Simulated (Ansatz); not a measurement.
Fluorite SrCl₂ was calculated with PBE (PAW; Ansatz, a program for electronic structure).

Run with plane-wave cutoff 520 eV, 8×8×8 k mesh, Fermi–Dirac smearing 0.01 eV, scalar-relativistic PAW data made under PBE.

Equation-of-state points:

```tsv
V (Å³/atom)	E − E_lowest (meV/atom)	P (GPa)
27.345	12.31	2.392
27.927	5.27	1.505
28.509	1.27	0.711
29.091	0.00	0.000
29.672	1.18	-0.637
30.254	4.55	-1.208
30.836	9.88	-1.719
```

**Question.** Estimate the bulk modulus from the pressures at 28.509 and 29.672 Å³/atom, and compare it with a fit to all energies.

**Answer.** B = −V dP/dV. Between V = 28.509 and 29.672 Å³/atom, dP/dV = (-0.637 − (0.711))/(29.672 − 28.509) = -1.16 GPa per Å³/atom; at the midpoint 29.090 Å³/atom this gives B ≈ 33.7 GPa. The third-order Birch–Murnaghan fit gives V0 = 29.091 Å³/atom, B0 = 33.6 GPa, B′ = 4.5, which lies within 1 % of that estimate.

Measured, for comparison: bulk modulus 34.3 GPa (temperature not stated, not corrected to a static lattice, from elastic constants; as tabulated in Kanchana et al., Calculated structural, elastic and electronic properties of …); equilibrium volume per atom 28.27 Å³/atom (room temperature, not corrected to a static lattice; as tabulated in Kanchana et al., Calculated structural, elastic and electronic properties of …). Computed (rounded) less measured: bulk modulus -2 % (against room or unstated temperature, where such soft solids are markedly softer), equilibrium volume per atom +2.9 %.

Computed values are for the static lattice.
